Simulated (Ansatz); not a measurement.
A nudged elastic band was laid between two geometries of AlH5O (7 atoms, charge 0, multiplicity 1).

Method: Ansatz, RKS PBE-D4/def2-SVP.

```yaml
movable_images: 7
climbing_image: yes
spring: 5.0 eV/Å²
optimiser: quadratic models (default)
start_path: through a guess of the saddle point
force_threshold: 0.05 eV/Å
iteration_limit: 60
end_points: relaxed
```

Image 0:

```xyz
7
Properties=species:S:1:pos:R:3
Al 0.049 0.046 0.094
H -0.047 0.640 1.595
H 1.416 0.256 -0.722
H -1.330 -0.101 -0.738
O 0.136 -1.929 0.671
H -0.621 -2.429 0.309
H 0.069 -2.009 1.644
```

Image 8:

```xyz
7
Properties=species:S:1:pos:R:3
Al 0.038 -0.542 -0.303
H -0.039 0.242 2.018
H 1.429 0.209 -0.489
H -1.394 0.140 -0.521
O 0.170 -2.237 0.010
H -0.605 -2.816 0.080
H 0.073 -0.520 2.059
```

(1) Which bonds break or form, and what moves?

(2) What energy profile does the band end with?

(3) What is the geometry of the highest image?

(4) What are the harmonic wavenumbers there?

## Answers

(1) Bonds broken: Al1–H2, O5–H7. Bonds formed: H2–H7. AlH5O becomes AlH3O + H2.

(2) The forces met the threshold. The highest image is number 4 of 0 to 8, 45.7 kJ/mol above the first end and 69.6 kJ/mol above the last; the last end lies 23.9 kJ/mol below the first. A vibrational analysis at the climbing image gives one clearly imaginary mode, 1027i cm⁻¹: a first-order saddle point. The orbitals stay closed-shell, which can raise the energy where a bond breaks towards radicals; this wasn't checked here.

```
image  path coordinate (Å)  energy (kJ/mol)  Al1–H2 (Å)  O5–H7 (Å)  H2–H7 (Å)
    0                 0.00              0.0        1.62       0.98       2.65
    1                 0.33              2.3        1.62       0.98       2.25
    2                 0.66              9.2        1.64       0.99       1.84
    3                 0.99             24.0        1.69       1.04       1.44
    4                 1.32             45.7        1.80       1.26       1.06
    5                 1.68             15.9        1.98       1.64       0.84
    6                 2.03            -13.0        2.23       2.02       0.78
    7                 2.39            -22.4        2.41       2.37       0.78
    8                 2.74            -23.9        2.45       2.67       0.77
```

(3) 
```xyz
7
Properties=species:S:1:pos:R:3:forces:R:3
Al 0.049 -0.209 -0.085 0.01 0.00 0.02
H -0.016 -0.095 1.705 -0.01 0.01 -0.01
H 1.440 0.355 -0.614 0.00 0.00 -0.01
H -1.388 0.127 -0.699 0.00 0.00 0.00
O 0.173 -1.994 0.567 0.00 0.00 -0.01
H -0.610 -2.574 0.503 0.00 -0.01 0.00
H 0.024 -1.135 1.478 0.01 0.00 0.00
```

(4) 1027i, 415, 434, 567, 581, 721, 743, 788, 1011, 1351, 1692, 1846, 1884, 1913, 3721 cm⁻¹.

Time of the run: 57 s on 1 thread of AMD EPYC 7R43 64-Core Processor (Zen 3) (shared host), peak memory 0.12 GiB.
